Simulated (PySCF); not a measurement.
Molecule: `C#C/C=C\CCl`, C5H5Cl.

Geometry (Å), atoms numbered from 1 in this order:
```xyz
11

C     2.1256   -0.8386   -1.1172
C     1.5008   -0.1527   -0.3336
C     0.7981    0.6673    0.5924
C    -0.5344    0.6495    0.7774
C    -1.4756   -0.2316    0.0418
Cl   -2.6690    0.7506   -0.8775
H     2.6762   -1.4446   -1.8124
H     1.4059    1.3537    1.1916
H    -0.9727    1.3296    1.5137
H    -0.9519   -0.8755   -0.6761
H    -2.0602   -0.8580    0.7306
```

Geometry PBE0-D3(BJ)/def2-SVP throughout; GIAO in PySCF 2.14.0 with density-fitted response routines, gas phase, one conformer, non-relativistic; equivalent atoms averaged; functional PBE0.

For orientation, 6-31G* gives these shifts δ (against TMS, HCl at the same level): C4 137.2, C3 108.4, C1 85.4, C2 70.5, C5 42.3, Cl6 73.3, H8 5.49, H7 3.15, H10/H11 4.07 ppm.

A run gave: C4 150.7, C3 117.3, C1 92.4, C2 80.8, C5 46.4, Cl6 112.5, H8 5.79, H7 3.33, H10/H11 4.33 ppm (shifts δ (against TMS, HCl at the same level)).

Which basis set was used in that run?
A. cc-pVDZ
B. IGLO-III
C. def2-TZVP
D. STO-3G

Answers

C. C4 tells them apart best: def2-TZVP gives 150.7, cc-pVDZ gives 143.6, IGLO-III gives 154.7, STO-3G gives 115.6 ppm.
